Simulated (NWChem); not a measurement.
## Ionisation of F

```xyz
1

F      0.0000     0.0000     0.0000
```
Charge 0, spin multiplicity 2.

Everything below was run with NWChem.

Basis set: def2-TZVP. −ε marks an orbital energy of the parent.

B3LYP has NWChem's definition, with VWN1-RPA local correlation. The stability of the SCF solutions was not checked.

### Question
One of these methods gave a first vertical ionisation energy of 14.77 eV. Which?
A. −ε(beta HOMO) of PBE
B. G0W0@PBE
C. −ε(beta HOMO) of B3LYP
D. −ε(beta HOMO) of M06-2X

### Answer
D, −ε(beta HOMO) of M06-2X. The others give 10.14 (−ε(beta HOMO) of PBE), 12.17 (−ε(beta HOMO) of B3LYP), 16.48 (G0W0@PBE).
